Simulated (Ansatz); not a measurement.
Geometry optimisation, RKS r2SCANh/6-31G* (Ansatz).

Input file:

```yaml
crystal:
  periodic: [false, false, false]
  atoms:
    - { symbol: Al, position_ang: [0.0, 0.0, 0.0] }
    - { symbol: H, position_ang: [0.0, 0.0, 1.91] }
    - { symbol: H, position_ang: [1.351, 0.0, -0.78] }
    - { symbol: H, position_ang: [-1.351, 0.0, -0.78] }
    - { symbol: Cl, position_ang: [0.1058, -2.3986, 0.7978] }
    - { symbol: H, position_ang: [0.0433, -0.9822, 1.9502] }
basis:
  gaussian: { orbitals: "6-31G*" }
hamiltonian:
  xc: r2scanh
relax:
  f_tol: 0.15
  max_steps: 25
  restrain:
    - { distance: [0, 4], at: 2.23, k: 30.0 }
    - { distance: [5, 1], at: 0.66, k: 30.0 }
    - { distance: [0, 1], at: 2.76, k: 30.0 }
    - { distance: [5, 4], at: 2.57, k: 30.0 }
```

Command:

```bash
$ ansatz run input.yaml --threads 1 --pin off --max-ram 2048MiB --backend cpu --events-out ev --progress --plain --runs-dir out
```

Where does it end, and by what steps?

The forces met the threshold. The restraints hold the end off the free minimum. After 6 steps the energy has fallen by 1.823 eV (the restraints' own energy left out); Al1 moved furthest, 0.66 Å. Joined: H2–H6.

```
step  energy less start (eV)  largest force component (eV/Å)  accepted
   0                  0.0000                           2.647       yes
   1                 -0.5289                           3.702       yes
   2                 -1.1436                           3.363       yes
   3                 -1.6610                           3.105       yes
   4                 -1.8080                           1.492       yes
   5                 -1.8258                           1.143        no
   6                 -1.8229                           1.403       yes
```

```xyz
6
Properties=species:S:1:pos:R:3
Al 0.025 -0.537 -0.379
H 0.008 0.086 2.308
H 1.415 0.144 -0.665
H -1.397 0.080 -0.648
Cl 0.076 -2.576 0.426
H 0.024 -0.578 2.056
```

Whether the end is a true minimum wasn't checked by a vibrational analysis.

The run took 20 s on 1 thread of Arm Neoverse V1, with other jobs on the host, peak memory 0.12 GiB.
